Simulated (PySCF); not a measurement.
How well do the runs reproduce experiment for C5H10O?

**The experiment to reproduce.**

From NIST CCCBDB Release 22 (SRD 101), experimental dipoles, for the gas: dipole moment 1.74 D.

How close the calculation comes is told at the end.

C5H10O.
Numbering: `[CH2:1]1[CH2:2][CH2:3][O:4][CH2:5][CH2:6]1` (hydrogens: H7, H8 on C1; H9, H10 on C2; H11, H12 on C3; H13, H14 on C5; H15, H16 on C6)

Structure used (PBE0-D3(BJ)/def2-SVP), in Å, numbered top down from 1:
```
atom  x, y, z in Å
C1     0.6736   -1.0066    0.2934
C2     1.3316    0.3166   -0.0857
C3     0.3735    1.4711    0.1667
O4    -0.8443    1.2956   -0.5078
C5    -1.5174    0.1288   -0.1116
C6    -0.6922   -1.1219   -0.3771
H7     0.5441   -1.0467    1.3907
H8     1.3177   -1.8587    0.0239
H9     2.2661    0.4738    0.4773
H10    1.5961    0.3069   -1.1572
H11    0.1921    1.5705    1.2594
H12    0.7951    2.4248   -0.1848
H13   -1.7690    0.1847    0.9701
H14   -2.4657    0.1070   -0.6693
H15   -1.2374   -2.0112   -0.0207
H16   -0.5636   -1.2348   -1.4673
```

The PySCF runs (gas phase, on this PBE0-D3(BJ)/def2-SVP geometry; no spin–orbit coupling):

| level | job | basis functions |
| --- | --- | --- |
| PBE0/pcSseg-1 | shieldings, ring-centre shieldings | 152 |
| mPW1PW91/pcSseg-2 | shieldings, ring-centre shieldings | 356 |
| BHandHLYP/pcSseg-1 | shieldings, ring-centre shieldings | 152 |
| WP04/pcSseg-1 | shieldings, ring-centre shieldings | 152 |
| wB97X-D/pcSseg-1 | shieldings, ring-centre shieldings | 152 |
| PBE0/IGLO-III | shieldings, ring-centre shieldings, charges and field gradients | 310 |
| PBE0/cc-pVDZ | shieldings, ring-centre shieldings, charges and field gradients | 134 |
| PBE0/pcSseg-0 | shieldings, ring-centre shieldings, charges and field gradients | 74 |
| KT3/pcSseg-1 | shieldings, ring-centre shieldings | 152 |
| PBE/def2-SVPD | 10 singlets by full TDDFT, 4 Tamm–Dancoff triplets, polarisability, ΔSCF ions | 203 |
| PBE0/def2-SVPD | 10 singlets by full TDDFT, 4 Tamm–Dancoff triplets, polarisability, ΔSCF ions | 203 |
| B3LYP/pcJ-1 | spin–spin couplings from 15 perturbed nuclei, spin–dipole term left out | 262 |

**Comparison with experiment**

**Dipole moment.** Measured: 1.74 D (NIST CCCBDB Release 22 (SRD 101), experimental dipoles).

```json
{"level": "PBE0/pcSseg-1", "computed (D)": "1.43", "computed − measured (D)": "-0.31", "% (from the printed values)": "-18"}
{"level": "mPW1PW91/pcSseg-2", "computed (D)": "1.43", "computed − measured (D)": "-0.31", "% (from the printed values)": "-18"}
{"level": "BHandHLYP/pcSseg-1", "computed (D)": "1.52", "computed − measured (D)": "-0.22", "% (from the printed values)": "-13"}
{"level": "WP04/pcSseg-1", "computed (D)": "1.53", "computed − measured (D)": "-0.21", "% (from the printed values)": "-12"}
{"level": "wB97X-D/pcSseg-1", "computed (D)": "1.47", "computed − measured (D)": "-0.27", "% (from the printed values)": "-16"}
{"level": "PBE0/IGLO-III", "computed (D)": "1.42", "computed − measured (D)": "-0.32", "% (from the printed values)": "-18"}
{"level": "PBE0/cc-pVDZ", "computed (D)": "1.27", "computed − measured (D)": "-0.47", "% (from the printed values)": "-27"}
{"level": "PBE0/pcSseg-0", "computed (D)": "1.73", "computed − measured (D)": "-0.01", "% (from the printed values)": "-1"}
{"level": "KT3/pcSseg-1", "computed (D)": "1.29", "computed − measured (D)": "-0.45", "% (from the printed values)": "-26"}
{"level": "PBE/def2-SVPD", "computed (D)": "1.40", "computed − measured (D)": "-0.34", "% (from the printed values)": "-20"}
{"level": "PBE0/def2-SVPD", "computed (D)": "1.48", "computed − measured (D)": "-0.26", "% (from the printed values)": "-15"}
{"level": "B3LYP/pcJ-1", "computed (D)": "1.42", "computed − measured (D)": "-0.32", "% (from the printed values)": "-18"}
```

12 of the 27 levels run are shown, the closest and the furthest among them. Closest is PBE0/pcSseg-0 (-0.01 D), furthest PBE0/cc-pVDZ (-0.47 D); one molecule doesn't rank methods. All 27 levels lie below the measurement. The computed dipoles belong to one fixed geometry; measured ones are averaged over vibrations unless marked μe. Magnitudes are compared, not signs.

No measured geometry was used, and the causes of the misses weren't examined.
